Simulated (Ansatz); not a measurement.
The cluster Li₂S⁺. Charge 1, multiplicity 4. Geometry r2SCAN-D4/def2-TZVP; atoms count from 1.

| atom | x (Å) | y (Å) | z (Å) |
| --- | --- | --- | --- |
| Li1 | 1.858 | 2.277 | -0.787 |
| Li2 | -2.122 | -2.601 | 0.899 |
| S3 | 0.264 | 0.324 | -0.112 |

In the quartet geometry the species has come apart into loosely held pieces. At PBE0-D4/def2-TZVP a doublet of charge 1 lies 4.32 eV below the quartet, each at its own geometry. The structure comes from a short search, and lower isomers may exist.

(1) Estimate the Mulliken populations from the PBE0/def2-TZVP orbitals of Ansatz.

(2) Where does the spin sit?

Answers

(1) 
```tsv
atom	charge (e)	spin (α − β)
Li1	0.64	0.27
Li2	0.27	0.72
S3	0.10	2.01
```
Mulliken values and Mayer orders depend strongly on the basis.

(2) Summed by element: Li 0.99, S 2.01, of 3 unpaired in all. Largest on single atoms: S3 2.01, Li2 0.72, Li1 0.27.
